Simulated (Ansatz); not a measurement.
# SiNH+ (quartet): from Hartree-Fock to the top rungs, def2-QZVPP

The task here is to estimate one member of a computed series from the others.

Method: def2-QZVPP, core rule «outside noble gas», up to 6 orbitals frozen; program: Ansatz 0.2.0, Gaussian basis.

The runs, in order: UHF; ROHF; CCSD(T) on UHF.

2 further runs of the same task are left out: 2 set aside as unsound or not needed.

## What is computed

The geometry is a PBE0/def2-TZVP stationary point (not a proven minimum) of the parent state, kept for this charge and spin.

3 atoms, charge 1, spin multiplicity 4.

Atoms are counted from 1 here; the program's logs count them from 0.

Bond lengths: Si1–N2 1.701 Å, N2–H3 1.020 Å. Angles: Si1–N2–H3 125.4°.

Geometry (Å):

```xyz
3
HNSi
Si    0.00000    0.03295    0.60587
N     0.00000   -0.11379   -1.08895
H     0.00000    0.66309   -1.74958
```

The first run:

Input file in.yaml:

```yaml
crystal:
  periodic: [false, false, false]
  atoms:
    - {symbol: Si, position_ang: [0.000000, 0.032951, 0.605869]}
    - {symbol: N, position_ang: [0.000000, -0.113788, -1.088955]}
    - {symbol: H, position_ang: [0.000000, 0.663088, -1.749585]}
basis:
  gaussian: {orbitals: "def2-QZVPP.json"}
total_charge: 1
magnetization: {spin_polarized: true, initial_magnetization: 3}
hamiltonian: {xc: hf}
output: {orbitals: {seedname: orbitals}}
```

Launch:

```
$ ansatz run in.yaml --threads 1 --pin off --events-out ev --progress --plain --max-ram 3968MiB --backend cpu
```

Among the steps run: UHF; ROHF; CCSD(T) on UHF.

One table of the session follows, with a row left open; its other results are not shown here.

| method | from UCCSD(T) (meV) |
| --- | --- |
| ROHF | ? |
| UHF | +6981.3 |
| UMP2 | +1092.5 |
| UCCSD | +283.9 |
| UCCSD(T) | 0 |

Estimate the missing values for ROHF.

As computed: from UCCSD(T) (meV): +7345.5. In the column «from UCCSD(T) (meV)» it is the highest.

Caveats from the session: Warnings: spin contamination; coupled cluster took another determinant than the lowest.
